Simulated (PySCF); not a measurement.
**Excitation energies in several basis sets**

Dimethylphosphine, C2H7P.
InChI=1S/C2H7P/c1-3-2/h3H,1-2H3

TDDFT with PBE0 (PySCF), vertical singlets, core orbitals frozen in the response, spherical d and f functions. Isolated species at its PBE0-D3(BJ)/def2-SVP geometry, gas phase.

How do the low singlets change with the basis? Take 6-31G*, 6-31+G*, def2-SVP, aug-cc-pVDZ, def2-TZVP and def2-TZVPD.

```tsv
basis	functions	diffuse	S1 (eV)	S2 (eV)	S3 (eV)	S4 (eV)	S5 (eV)	LUMO (eV)	α (au)
6-31G*	60	no	7.01	7.10	8.69	8.98	9.11	1.60	43.3
6-31+G*	72	yes	5.71	6.05	6.51	6.93	7.28	0.07	48.7
def2-SVP	81	no	6.74	7.13	8.07	8.50	8.67	1.28	44.8
aug-cc-pVDZ	136	yes	5.56	5.92	6.23	6.46	6.79	-0.14	55.7
def2-TZVP	141	no	6.27	6.50	7.54	7.71	8.11	0.76	51.5
def2-TZVPD	180	yes	5.81	6.09	6.75	7.06	7.49	0.20	55.5
```

States are compared by their number. Against the largest diffuse basis here (def2-TZVPD, itself not a converged limit), sets without diffuse functions differ by up to 1.20 eV in S1 and 1.62 eV in S5; the smaller diffuse sets differ by up to 0.25 and 0.70 eV. State by state, the largest deviation of a set without diffuse functions is S1 1.20, S2 1.04, S3 1.94, S4 1.92, S5 1.62 eV. The same number needn't mean the same state in each row. Against def2-TZVPD the polarisability deviates by -22% in 6-31G*, -12% in 6-31+G*, -19% in def2-SVP, 0% in aug-cc-pVDZ, -7% in def2-TZVP. A single + in a Pople set puts diffuse functions on heavy atoms only.
